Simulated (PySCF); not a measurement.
**Potential energy of LiC along the bond**

Set-up: Li aug-pcseg-1, C aug-pcseg-1; no relativity (PySCF 2.14). Energies in eV from Li + C in their ground configurations at the same level. All curves are PBE0. state 1: ⁴Σ⁻ (quartet), unpaired electrons σ ↑, π ↑↑; state 2: Ms = 0.5 determinant of mixed spin (⟨S²⟩ near 1.8), unpaired electrons σ ↑, π ↑↓, a mixture of terms (⟨Lz²⟩ = 2.0), a second solution, started from another occupation; state 3: Ms = 0.5 determinant of mixed spin (⟨S²⟩ near 1.8), unpaired electrons σ ↓, π ↑↑, a second solution, started from another occupation; state 4: ²Π (doublet), unpaired electrons π ↑, a second solution, started from another occupation.

```csv
R (Å),state 1,state 2,state 3,state 4
1.632,-2.278,-1.515,-1.458,-0.157
1.708,-2.484,-1.723,-1.669,-0.537
1.784,-2.600,-1.843,-1.792,-0.801
1.841,-2.643,-1.888,-1.841,-0.940
1.898,-2.655,-1.903,-1.860,-1.038
1.955,-2.643,-1.894,-1.856,-1.104
2.031,-2.598,-1.854,-1.822,-1.153
2.126,-2.508,-1.771,-1.749,-1.164
2.240,-2.369,-1.640,-1.631,-1.126
2.392,-2.153,-1.437,-1.450,-1.025
```

**Question.** Put a parabola through the three lowest points of the state 1 curve and estimate Re, k and ωe (reduced mass 4.427 u; 1 eV/Å² = 0.16022 mdyn/Å; ωe = 1302.8·√(k/μ) cm⁻¹).

**Answer.** Through R = 1.841, 1.898, 1.955 Å the second-order coefficient is 3.69 eV/Å², so Re ≈ 1.898 Å, k ≈ 1.18 mdyn/Å and ωe ≈ 674 cm⁻¹. A polynomial fit of higher order to the unrounded PBE0 energies gives Re = 1.896 Å, k = 1.19 mdyn/Å, ωe = 676 cm⁻¹; anharmonicity and rounding make the difference.

The higher-order fit for each curve: state 1: Re = 1.896 Å, ωe = 676 cm⁻¹, De = 2.65 eV; state 2: Re = 1.904 Å, ωe = 661 cm⁻¹, minimum 1.90 eV below the ground-state fragments; state 3: Re = 1.915 Å, ωe = 640 cm⁻¹, minimum 1.86 eV below the ground-state fragments; state 4: Re = 2.100 Å, ωe = 539 cm⁻¹, minimum 1.16 eV below the ground-state fragments.

The state was picked by a PBE0 search and need not be the measured ground state.
